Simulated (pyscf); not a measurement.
HO–Al(OH)–OH + hydrogen (H₂) → water (H₂O) + HO–AlH–OH, a four-centre exchange (singlet surface; Al–O, H–H broken, H–O, Al–H formed). Structures and frequencies: ωB97X-D3(BJ)/def2-SVP in PySCF. Energies in eV from the separated reactants.

Small-basis levels: PySCF, no dispersion term, spherical d functions. AM1 to PM7: differences of heats of formation from MOPAC, which are fitted to 298 K values and so differ in kind from electronic energies by zero-point and thermal terms. Cost: rough CPU time at the saddle relative to B3LYP/6-31G*, from one job on a shared machine.

```
level                   barrier  reaction energy        cost
----------------------  -------  ---------------  ----------
HF/6-31G*                  1.55            +1.15        0.08
SVWN5/6-31G*               0.34            +1.29         0.9
PBE/6-31G*                 0.77            +1.25           1
B3LYP/3-21G                0.63            +1.69         0.7
B3LYP/LANL2DZ              1.13            +1.20         0.7
B3LYP/6-31G*               1.04            +1.30           1
M06-2X/6-31G*              1.02            +1.39           2
B3LYP/6-311+G**            1.05            +1.02           1
PBE/def2-SVP               0.54            +1.13           1
PM3                        2.87            +2.63  under 0.02
PM6                        3.14            +3.05  under 0.02
PM7                        1.17            +3.09  under 0.02
ωB97M-D3(BJ)/def2-TZVP     1.02            +1.20           –
```

Against the last row the barrier runs from -0.68 (SVWN5/6-31G*) to +2.12 eV (PM6). ωB97M-D3(BJ)/def2-TZVP has limits of its own. On the product side the descent ends in an adduct with a Al–O contact, 0.96 eV under the separated species and 0.74 eV under the saddle at ωB97X-D3(BJ)/def2-TZVP. At ωB97M-D3(BJ) the saddle lies under the separated products, which points to a path from their complex (located at ωB97X-D3(BJ) alone), and parting the products costs more than the saddle. What is counted as broken (Al–O) persists as a longer contact in the product adduct; parting that adduct is a step of its own. At the saddle there is also a short Al–H contact that neither side keeps. One saddle was located; it need not be the lowest between these sides.
